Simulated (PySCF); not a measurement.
ethane (C₂H₆), SMILES CC.

Coordinates come from a r2SCAN-D4/def2-TZVP optimisation.

Two levels are set side by side: TDDFT-PBE/def2-TZVPD (PySCF) and TDDFT-PBE0/def2-TZVPD (PySCF). Vertical, same geometry. The lowest singlet is HOMO→LUMO 100 % with PBE and HOMO→LUMO 99 % with the other functional; states are paired by order. Differences are taken from unrounded values.

```csv
quantity,TDDFT-PBE0,TDDFT-PBE,TDDFT-PBE minus TDDFT-PBE0
lowest singlet excitation (eV),8.80,8.09,-0.71
lowest triplet excitation (TDA) (eV),8.53,7.89,-0.64
first bright state (f over 0.05) (eV),9.59,8.82,-0.77
its oscillator strength,0.09,0.06,-0.03
```

Functionals without exact exchange tend to place singlet excitations lower, as here. Differences between two approximate levels are no errors against the true value.

Rough cost on one machine, each run with all the roots and properties that it gave: TDDFT-PBE0 against TDDFT-PBE about 3 times.
